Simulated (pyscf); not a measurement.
Optimised with ωB97X-D3(BJ)/def2-SVP in PySCF.

Q: H₃Si–O–PH₂ + SiH₄ -> PH₃ + H₃Si–O–SiH₃
Surface: singlet. Broken: O–P, H–Si. Formed: H–P, O–Si. Give ΔE‡ and ΔE from ωB97M-D3(BJ)/def2-TZVP, relative to the separated reactants.

A: ΔE‡ = 37.2 kcal/mol, ΔE = -25.6 kcal/mol. Zero-point energy shifts the barrier by +1.6 kcal/mol. It is a four-centre exchange, with an imaginary mode of 528i cm⁻¹. H₃Si–O–PH₂ lies 5.7 kcal/mol over its isomer HO–SiH₂–PH₂ (electronic energy, ωB97M-D3(BJ)/def2-TZVP). One saddle was located; it need not be the lowest between these sides.
